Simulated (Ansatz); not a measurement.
HMg, SMILES `[MgH]` radical. Total charge 0; spin multiplicity 2.

(1) List the harmonic frequencies (cm⁻¹, unscaled) at PBE0-D4/def2-TZVP in Ansatz. (Estimate.)

(2) Is this a minimum?

(3) Give the ideal-gas thermochemistry at 298.15 K and 1 bar (rigid rotor, harmonic oscillator; point group C∞v, symmetry number 1).

(4) And at 400, 500, 600, 800 and 1000 K?

## Answers

(1) The calculation gave: 1468.

(2) Yes, all 1 modes are real.

(3) Zero-point energy 8.8 kJ/mol; H(298) − E = 17.5 kJ/mol; entropy 193.1 J/(mol·K), of which translation 149.2, rotation 38.1, vibration 0.1, electronic 5.8; G(298) − E = -40.1 kJ/mol.

(4) 
| T (K) | H − E (kJ/mol) | S (J/mol/K) | G − E (kJ/mol) |
| --- | --- | --- | --- |
| 400 | 20.5 | 201.9 | -60.2 |
| 500 | 23.6 | 208.7 | -80.8 |
| 600 | 26.8 | 214.5 | -102.0 |
| 800 | 33.4 | 224.1 | -145.9 |
| 1000 | 40.3 | 231.8 | -191.5 |
